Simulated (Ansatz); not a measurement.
Start from `CO/C(S)=C/N` and change one atom or group to get `CO/C=C/N`.

Ansatz, PBE0-D4/def2-TZVP geometries, multiplicity 1. Each molecule was computed in one conformer, which needn't be the lowest.

```json
{"property": "HOMO energy (ωB97M-V/def2-TZVPP) / eV", "`CO/C(S)=C/N`": "-7.97"}
{"property": "LUMO energy (ωB97M-V/def2-TZVPP) / eV", "`CO/C(S)=C/N`": "2.18"}
{"property": "LUMO energy (B3LYP/def2-TZVPP) / eV", "`CO/C(S)=C/N`": "0.02"}
{"property": "HOMO–LUMO gap (B3LYP/def2-TZVPP) / eV", "`CO/C(S)=C/N`": "5.64"}
{"property": "size of the dipole moment (ωB97M-V/def2-TZVPP) / D", "`CO/C(S)=C/N`": "1.64"}
{"property": "HOMO energy (PBE/def2-TZVPP) / eV", "`CO/C(S)=C/N`": "-4.67"}
```

What does the change do to each property? (An estimate is asked.)

Computed: 
```
                                          property  `CO/C=C/N`  shift
             HOMO energy (ωB97M-V/def2-TZVPP) / eV       -7.69   0.28
             LUMO energy (ωB97M-V/def2-TZVPP) / eV        2.58   0.40
               LUMO energy (B3LYP/def2-TZVPP) / eV        0.82   0.80
             HOMO–LUMO gap (B3LYP/def2-TZVPP) / eV        6.09   0.45
size of the dipole moment (ωB97M-V/def2-TZVPP) / D        1.42  -0.22
                 HOMO energy (PBE/def2-TZVPP) / eV       -4.27   0.40
```

With PBE0 the HOMO rises by 0.36 eV and the LUMO rises by 0.91 eV, so the gap widens by about 0.55 eV. PBE moves the HOMO by 0.40 eV and ωB97M-V by 0.28 eV. Dipoles are sizes alone; their direction can turn.

B3LYP here is the variant with VWN-RPA as its local correlation; programs differ in this.
